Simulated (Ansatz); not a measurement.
Input file:

```yaml
crystal:
  periodic: [false, false, false]
  atoms:
    - {symbol: Al, position_ang: [-1.088815, 0.000000, 0.000000]}
    - {symbol: H, position_ang: [-1.881739, 1.373384, 0.000000]}
    - {symbol: H, position_ang: [-1.881739, -1.373384, 0.000000]}
    - {symbol: H, position_ang: [0.543185, 0.000000, 0.000000]}
    - {symbol: F, position_ang: [1.717185, 0.000000, 0.000000]}
basis:
  gaussian: {orbitals: cc-pVDZ}
magnetization: {spin_polarized: true, initial_magnetization: 1}
hamiltonian: {xc: hf}
output: {orbitals: {seedname: orbitals}}
```

```sh
$ ansatz run in.yaml --threads 1 --pin off --events-out ev --progress --plain --max-ram 2393MiB
```

The program prints:

```
435 factors; integrals over basis functions are off by at most 1.6e-3 eV
mean field evaluation 1: about -9330.9608 eV, gradient 2.0e1 eV
mean field evaluation 2: about -9330.9827 eV, gradient 2.0e1 eV
mean field evaluation 4: about -9333.1272 eV, gradient 2.5e0 eV
mean field evaluation 8: about -9333.2826 eV, gradient 3.2e-1 eV
mean field -9333.28566917 eV, -342.9919220138 hartree, gradient 6.0e-5 eV, S^2 0.775339; 0 other end points of the search recorded, 0 dependent functions left out
reference -9333.28566917 eV, -342.9919220138 hartree; 13, 12 occupied and 34, 35 virtual orbitals, 435 factors
Total energy: -9333.28566917 eV, -342.9919220138 hartree
```

Ran on 1 thread of Arm Neoverse V1, shared host: 0.36 s wall, 0.07 GiB peak host memory.
